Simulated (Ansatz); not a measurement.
Ansatz (a program for electronic structure) input (B3LYP-D3(BJ)/def2-TZVP):

Ansatz 0.2 input:
```yaml
crystal:
  periodic: [false, false, false]
  atoms:
    - {symbol: N, position_ang: [-0.00716882, -0.01162667, 0.01669117]}
    - {symbol: H, position_ang: [-0.01802648, 1.01590242, -0.01403132]}
    - {symbol: H, position_ang: [0.88830741, -0.51649498, 0.01649661]}
    - {symbol: H, position_ang: [-0.89194965, -0.53416194, 0.04682408]}
basis:
  gaussian:
    orbitals: def2-TZVP
hamiltonian:
  xc: b3lyp
  dispersion: d3bj
total_charge: 1
magnetization: {spin_polarized: true, initial_magnetization: 1}
relax: {f_tol: 0.002, max_steps: 150}
```

End of the output:

```
these checks for a lower state are left out or cut short: starts, cluster_reference, orbital_swaps, neighbouring_geometries, increment
integrals: 0.00 GiB planned
287 factors; their error is unknown
mean field: 0.10 GiB planned
mean field evaluation 16: about -1529.6174 eV, gradient 4.2e-3 eV
mean field -1529.61042393 eV, -56.2121462722 hartree, gradient 4.1e-6 eV, S^2 0.753687; 0 other end points of the search recorded, 0 dependent functions left out
the calculation of the forces begins
reference -1529.61054668 eV, -56.2121507832 hartree; 5, 4 occupied and 44, 45 virtual orbitals, 287 factors
relax step   2: F+E_penalty+E_count = -1529.64348431 eV  Δ(F+E_penalty+E_count) = +1.666e-3 eV  max|allowed force component| = 1.694e-1 eV/Å  Δτ_max = 0.0181 Å  (27 SCF iters, rejected (line search))
these checks for a lower state are left out or cut short: starts, cluster_reference, orbital_swaps, neighbouring_geometries, increment
integrals: 0.00 GiB planned
287 factors; their error is unknown
mean field: 0.10 GiB planned
mean field -1529.61246886 eV, -56.2122214221 hartree, gradient 4.1e-6 eV, S^2 0.753684; 0 other end points of the search recorded, 0 dependent functions left out
the calculation of the forces begins
reference -1529.61259155 eV, -56.2122259310 hartree; 5, 4 occupied and 44, 45 virtual orbitals, 287 factors
relax step   3: F+E_penalty+E_count = -1529.64553012 eV  Δ(F+E_penalty+E_count) = -3.797e-4 eV  max|allowed force component| = 1.868e-3 eV/Å  Δτ_max = 0.0025 Å  (28 SCF iters, accepted)
integrals: 0.00 GiB planned
287 factors; their error is unknown
mean field: 0.10 GiB planned
mean field evaluation 32: about -1529.6125 eV, gradient 7.9e-5 eV
mean field -1529.61246886 eV, -56.2122214221 hartree, gradient 4.1e-6 eV, S^2 0.753684; 1 other end points of the search recorded, 0 dependent functions left out
the calculation of the forces begins
reference -1529.61259155 eV, -56.2122259310 hartree; 5, 4 occupied and 44, 45 virtual orbitals, 287 factors
Total energy: -1529.64565281 eV, -56.2134409098 hartree
Atom 0 at    -0.007188    -0.011619     0.016295 Å, force    -0.000744     0.000618     0.001868 eV/Å
Atom 1 at    -0.017981     1.013414    -0.013826 Å, force     0.000487    -0.000175    -0.000628 eV/Å
Atom 2 at     0.886149    -0.515265     0.016628 Å, force    -0.000162    -0.000017    -0.000621 eV/Å
Atom 3 at    -0.889818    -0.532912     0.046883 Å, force     0.000418    -0.000426    -0.000619 eV/Å
Dipole moment:    -0.000014     0.000018     0.000179 e Å
```
